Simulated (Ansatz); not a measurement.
# GaH₄⁺, triplet in cc-pVDZ: errors against full CI

Geometry: a PBE0/def2-TZVP stationary point for this spin, not checked as a minimum.

```xyz
5

Ga    0.0000    0.0000    0.0000
H     0.6525    0.6641    1.3539
H    -0.6625   -0.6541    1.3539
H    -0.6541    0.6525   -1.3587
H     0.6641   -0.6625   -1.3490
```

Basis cc-pVDZ; Ansatz 0.2.0. Only valence electrons are correlated (noble-gas cores and the filled d shells of p-block atoms frozen), which leaves 6 electrons in 33 orbitals. Prefix R: restricted or restricted open-shell reference; prefix U: unrestricted. Active spaces: valence = (6e, 8o) chosen from the atoms' valence shells. No spin–orbit coupling is included, and no scalar relativity.

Full CI is exact within this basis and frozen core; it isn't the basis-set limit. The frozen core follows each run's orbitals, which can shift R against U totals by a few meV for light atoms and by up to 0.1 eV past Ca.

- UHF ⟨S²⟩: 2.044
- T1 diagnostic (RCCSD): 0.0267
- largest doubles amplitude (RCCSD): 0.062

| level | E − E(full CI) (kJ/mol) | share of correlation (%) | wall time |
| --- | --- | --- | --- |
| RHF | 278.7 | 0.00 | – |
| RMP2 | 71.4 | 74.38 | – |
| RCCSD | 7.3 | 97.40 | – |
| RCCSD(T) | 2.2 | 99.22 | 2.1 s |
| BCCD(T) | 2.1 | 99.23 | 1.2 s |
| RCCSDT | 0.2 | 99.92 | – |
| RCCSDT(Q) | 0.1 | 99.96 | 5.5 s |
| CASSCF (valence space) | 117.0 | 58.01 | – |
| NEVPT2 (valence space) | 33.6 | 87.93 | 3.4 s |
| MRCISD (valence space) | 3.1 | 98.90 | – |
| MRCISD+Q (valence space) | 0.2 | 99.94 | 4.3 s |

The correlation energy at full CI, counted from RHF, is -2.889 eV. That run took 68 s on 1 thread of Arm Neoverse V1, shared host over 7,441,080 determinants.

Run but not shown, since their state or frozen core can't be matched to the reference's or they repeat it: UHF, UMP2, UCCSD, UCCSD(T), UCCSDT, UCCSDT(Q).

Times hold each run's SCF and search for its determinant on a shared host, so for small cases they say little of a method's own cost; they ran on 1 thread of Arm Neoverse V1.

The full-CI state has the irrep A2 of C2v, in the program's axes (one component, if the state is degenerate).

Natural occupations of full CI about the gap: 1.952 1.927 0.996 0.996 0.040 0.017 0.017 0.016 0.006 0.005; effectively unpaired electrons, Σ n²(2−n)², 2.04.
